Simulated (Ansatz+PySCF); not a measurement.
A calculation with Ansatz (development build ahead of 0.2.0).

```yaml
crystal:
  periodic: [false, false, false]
  atoms:
    - { symbol: O, position_ang: [0.0, 0.0, -0.21539] }
    - { symbol: H, position_ang: [0.0, 1.35751, 0.86157] }
    - { symbol: H, position_ang: [0.0, -1.35751, 0.86157] }
basis:
  gaussian: { orbitals: "6-31G" }
magnetization:
  spin_polarized: true
hamiltonian:
  xc: hf
correlation:
  method: mp2
  frozen_orbitals: { H: 0, O: 1 }
output:
  forces: true
```

The input is written out in the form of the current development build from the run's settings.

Results

```json
{
  "Converged": "yes",
  "Reference energy": "-75.78624 hartree",
  "Correlation energy": "-0.06515 hartree",
  "Total energy": "-75.85139 hartree",
  "Spin squared of the determinant": "1.587",
  "Stability test": "minimum"
}
```

Forces (eV/Å):
| atom | Fx | Fy | Fz |
| --- | --- | --- | --- |
| O1 | 0.000 | 0.000 | 1.725 |
| H2 | 0.000 | -1.189 | -0.863 |
| H3 | 0.000 | 1.189 | -0.863 |

Caution: large amplitudes, a single reference is doubtful; the unrestricted determinant is a mixture of spin states; a plain start can end on a higher determinant; another reference gives a lower total.
